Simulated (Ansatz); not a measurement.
Reaction (ligand exchange at a B–C bond): `BC#C` + `O[SiH3]` → `BO[SiH3]` + `C#C`

Isolated molecules relaxed with PBE0-D4/def2-TZVP in Ansatz; ΔE leaves out vibrations. CCSD(T)/CBS adds triple-zeta CCSD(T) − MP2 to the extrapolated MP2 energy (def2 sets, frozen cores). This one scheme is used for every species. Functionals use def2-TZVPP. B3LYP here is the variant with VWN-RPA as its local correlation; programs differ in this. HSE06 is defined as in plane-wave codes.

| level | ΔE (kJ/mol) | difference from CCSD(T)/CBS |
| --- | --- | --- |
| PBE-D4 | -73.2 | 12.3 |
| BLYP-D4 | -79.2 | 6.3 |
| r2SCAN-D4 | -76.3 | 9.2 |
| B97M-V | -74.0 | 11.5 |
| B3LYP-D4 | -82.0 | 3.5 |
| HSE06-D4 | -76.4 | 9.1 |
| PBE-QIDH | -81.6 | 3.9 |
| PBE0 | -75.8 | 9.7 |
| r2SCAN0 | -79.3 | 6.2 |
| BHLYP | -85.0 | 0.5 |
| CAM-B3LYP | -87.3 | -1.8 |
| RPA@PBE/def2-TZVPP | -87.2 | -1.7 |
| CCSD(T)/def2-SVP | -104.3 | -18.8 |
| CCSD/def2-TZVPP | -87.6 | -2.1 |
| HF/def2-QZVPP | -89.9 | -4.4 |
| SCS-MP2/def2-QZVPP | -86.9 | -1.4 |
| CCSD(T)/CBS | -85.5 | 0 |

Largest T1 diagnostic among the species: 0.014.

From r2SCAN to r2SCAN0 (25 % exact exchange), in def2-TZVPP and without D4, ΔE moves by −3.3 kJ/mol. At CCSD(T), def2-SVP lies −18.8 kJ/mol from the extrapolated value and def2-TZVPP −1.1 kJ/mol. Leaving LDA and LC-ωPBE aside and taking each functional with its dispersion term where it has one, the values, not all of them listed here, spread over 16.7 kJ/mol, from CAM-B3LYP-D4 to revPBE-D4. LDA lies −6.8 kJ/mol from PBE without D4.
